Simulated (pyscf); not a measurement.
# Routes from HO–SiH: [singlet]

Candidate steps break at most two bonds and form at most two. Each was searched with GFN2-xTB (tblite) first. Optimised with ωB97X-D3(BJ)/def2-SVP in PySCF. Energies: ωB97M-D3(BJ)/def2-TZVP, eV, from the reactant's lowest minimum found, singlet surface; ΔG‡ with ideal gas, 1 atm, RRHO with modes under 100 cm⁻¹ raised to 100, one conformer, R ln 2 for chiral ones without a mode under 150 cm⁻¹.

```tsv
products	type	ΔE‡	ΔE	ΔG‡ 298 K	ΔG‡ 900 K	ν‡ (cm⁻¹)
O=Si: [singlet] + H₂	elimination	1.86	+0.23	1.73	1.77	1910i
O=SiH₂	hydrogen shift	2.74	+0.13	2.56	2.54	1693i
```

Plain bond fissions and candidates not yet searched are not listed, and one of them may be faster. Each barrier is that of the saddle found; lower ones may exist.
